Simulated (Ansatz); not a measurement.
Results of BLYP (Ansatz, a program for electronic structure, plane waves, PAW) for zinc-blende MgS (metastable phase).

Run with plane-wave cutoff 520 eV, 10×10×10 k mesh, Fermi–Dirac smearing 0.01 eV, scalar-relativistic PAW data made under PBE.

Response to compression and expansion:

```tsv
V (Å³/atom)	P (GPa)	direct gap at Γ (eV)
22.295	3.62	3.685
22.769	2.28	3.574
23.243	1.07	3.467
23.718	-0.03	3.363
24.192	-1.01	3.264
24.666	-1.90	3.167
25.141	-2.71	3.074
```

A straight line through the gaps at Γ against ln V gives a volume deformation potential dE_g(Γ)/d ln V of -5.1 eV: the gap at Γ widens under compression.

Measured, for comparison: band gap 4.78 ± 0.1 eV (temperature not stated, extrapolated in composition from an alloy gap of 4.19 eV, direct; extrapolated from a Zn0.2Mg0.8S0.645Se0.355 epilayer; as tabulated in Lucero et al. (2012), arXiv:1111.4515).

Note: the volume lies 7 % above that of the published cell.
